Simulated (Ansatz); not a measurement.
# AlClFH: two vibrations frozen in

Aim: map the energy of AlClFH, SMILES [F][AlH][Cl] over two coordinates, and find its wells, ridges and stiffness.

Method: RHF-MP2, frozen core/def2-TZVP; program: Ansatz 0.2.0.

## Step 1: Where the work starts

SMILES `[F][AlH][Cl]`, 4 atoms, charge 0, spin multiplicity 1.

Atoms are counted from 1 here; the program's logs count them from 0.

Bond lengths: F1–Al2 1.673 Å, Al2–Cl3 2.101 Å, Al2–H4 1.576 Å. Angles: F1–Al2–Cl3 117.6°, F1–Al2–H4 119.5°, Cl3–Al2–H4 122.8°.

Geometry (Å):

```mol
AlClFH
  3D, bonds by distance, orders not assigned

  4  3  0  0  0  0  0  0  0  0999 V2000
    0.4771   -1.0414    1.2641 F   0  0
    0.1208    0.0341    0.0337 Al  0  0
   -1.6371   -0.2937   -1.0688 Cl  0  0
    1.0947    1.2406   -0.2494 H   0  0
  1  2  8  0
  2  3  8  0
  2  4  8  0
M  END
```

## Step 4: Setting up the map

First coordinate, normal mode 1 (212 cm⁻¹): 13 values from −2.80 amu½·Å. Second coordinate, normal mode 3 (534 cm⁻¹): 13 values from −1.38 amu½·Å.

Nothing else is relaxed (straight displacements along the two mass-weighted modes). Energies count from the relaxed molecule at the same level. Points are written as (first, second).

The patterns, per unit of each coordinate (Å):

| atom | x1 | y1 | z1 | x2 | y2 | z2 |
| --- | --- | --- | --- | --- | --- | --- |
| F1 | -0.136 | -0.034 | -0.078 | 0.009 | -0.034 | 0.036 |
| Al2 | 0.051 | 0.078 | -0.028 | 0.110 | 0.052 | 0.042 |
| Cl3 | 0.032 | -0.043 | 0.063 | -0.094 | -0.022 | -0.056 |
| H4 | 0.090 | 0.058 | 0.021 | 0.198 | 0.008 | 0.150 |

(The set-up runs are not shown.)

## Step 5: Point (2.34 amu½·Å, 0.00 amu½·Å)

input.yaml reads:

```yaml
crystal:
  periodic: [false, false, false]
  atoms:
    - { symbol: F, position_ang: [0.155492, -1.108711, 1.067218] }
    - { symbol: Al, position_ang: [0.242631, 0.214757, -0.025456] }
    - { symbol: Cl, position_ang: [-1.544766, -0.387751, -0.913732] }
    - { symbol: H, position_ang: [1.286809, 1.359039, -0.202125] }
basis:
  gaussian: { orbitals: def2-TZVP }
hamiltonian:
  xc: hf
output:
  forces: true
correlation:
  method: mp2
```

Command:

```sh
$ ansatz run input.yaml --threads 1 --pin off --max-ram 2560MiB --backend cpu --events-out ev --progress --plain --runs-dir out
```

Further runs follow: the other points that were computed.

Before running it: what results should come out? Wanted: lowest point; highest computed point; dipole moment.

As calculated:

| quantity | value |
| --- | --- |
| lowest point | (0.00 amu½·Å, 0.00 amu½·Å), 0 kJ/mol |
| highest computed point | (2.80 amu½·Å, −1.38 amu½·Å), 224 kJ/mol above the lowest |
| dipole moment (D) | 0.05 at (−2.34 amu½·Å, 0.46 amu½·Å) to 4.97 at (2.80 amu½·Å, 1.38 amu½·Å); 1.20 at the lowest point |
| time for the whole task | 7.9 min on 1 thread, shared host |

**Reading.** The lowest computed point is at (0.00 amu½·Å, 0.00 amu½·Å), 0 kJ/mol from the relaxed molecule at the same level. No other kind of well shows on this grid. The highest computed point, (2.80 amu½·Å, −1.38 amu½·Å), lies 224 kJ/mol above the lowest. Round the minimum the two coordinates are nearly uncoupled.
